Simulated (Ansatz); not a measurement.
**N2 (singlet): from Hartree-Fock to the top rungs at distance N1–N2 = 3.784 Å, 6-31G**

Aim: climb from Hartree-Fock through coupled cluster and multireference methods for N2 (singlet) at one geometry and basis, and see what each rung misses.

Method: 6-31G, core rule «outside noble gas», up to 2 orbitals frozen; program: Ansatz 0.2.0, Gaussian basis.

Plan: UHF; CCSD(T) on RHF; CCSD(T) on UHF; BCCD(T) on RHF; CISD; CCSDT(Q) on RHF; CCSDT(Q) on UHF; CISDTQ; CCSDTQ on UHF; CASSCF and MRCISD+Q, 2 electrons in 2 orbitals; CASSCF and NEVPT2, 2 electrons in 2 orbitals; CASSCF and MRCISD+Q, 10 electrons in 8 orbitals; CASSCF and NEVPT2, 10 electrons in 8 orbitals; Full CI.

23 further runs of the same task are left out: 15 that didn't finish, 8 set aside as unsound or not needed.

## 1. What is computed

The geometry derives from a PBE0/def2-TZVP stationary point (not a proven minimum). One bond is set to the value named and the two fragments are kept rigid.

2 atoms, charge 0, spin multiplicity 1.

Atoms are counted from 1 here; the program's logs count them from 0.

No contacts short enough for the rule that draws bonds.

## 2. UHF

Input file in.yaml:

```yaml
crystal:
  periodic: [false, false, false]
  atoms:
    - {symbol: N, position_ang: [0.000000, 0.000000, 0.000000]}
    - {symbol: N, position_ang: [0.000000, 0.000000, 3.784000]}
basis:
  gaussian: {orbitals: 6-31G}
magnetization: {spin_polarized: true, initial_magnetization: 0}
hamiltonian: {xc: hf}
output: {orbitals: {seedname: orbitals}}
```

On the command line:

```bash
ansatz run in.yaml --threads 1 --pin off --events-out ev --progress --plain --max-ram 2393MiB
```

The runs that follow: CCSD(T) on RHF; CCSD(T) on UHF; BCCD(T) on RHF; CISD; CCSDT(Q) on RHF; CCSDT(Q) on UHF; CISDTQ; CCSDTQ on UHF; CASSCF and MRCISD+Q, 2 electrons in 2 orbitals; CASSCF and NEVPT2, 2 electrons in 2 orbitals; CASSCF and MRCISD+Q, 10 electrons in 8 orbitals; CASSCF and NEVPT2, 10 electrons in 8 orbitals; Full CI.

Q: Predict the results of all the runs planned. Wanted: FCI below the RHF energy; RMP2 from FCI; UMP2 from FCI; RCCSD from FCI; RCCSD(T) from FCI; UCCSD(T) from FCI; RCCSDT(Q) from FCI; UCCSDT(Q) from FCI; NEVPT2 valence from FCI.

The runs gave:

| quantity | value |
| --- | --- |
| FCI below the RHF energy | -16.2941 eV |
| RMP2 from FCI | +171.60 kcal/mol |
| UMP2 from FCI | +9.12 kcal/mol |
| RCCSD from FCI | +149.76 kcal/mol |
| RCCSD(T) from FCI | +124.33 kcal/mol |
| UCCSD(T) from FCI | -0.01 kcal/mol |
| RCCSDT(Q) from FCI | +128.72 kcal/mol |
| UCCSDT(Q) from FCI | -0.07 kcal/mol |
| NEVPT2 valence from FCI | +15.24 kcal/mol |
| MRCISD+Q valence from FCI | -0.10 kcal/mol |
| levels within 1 kcal/mol (43 meV) | UCCSD, UCCSD(T), UCCSDT, UCCSDT(Q), UCCSDTQ, MRCISD+Q valence |
| T1 diagnostic | 0.032 |
| effectively unpaired electrons | 6.00 |

What this shows: RCCSD(T) misses by +124.33 kcal/mol, 33.1 % of the correlation energy. CCSD(T) misses by +124.33 kcal/mol on the restricted determinant and by -0.01 kcal/mol on the unrestricted one; the two need not hold the same state or core. UCCSDT, UCCSDT(Q), UCCSDTQ, MRCISD+Q valence fall below full CI: unrestricted runs freeze a spin-polarised core, another one than full CI's, and coupled cluster isn't variational. The occupations show strong static correlation (6.0 unpaired electrons where one determinant has 0). Of the multireference levels listed MRCISD+Q valence comes nearest in total energy (-0.10 kcal/mol), which doesn't show that its space is the better one. These misses are within one basis, not against nature.
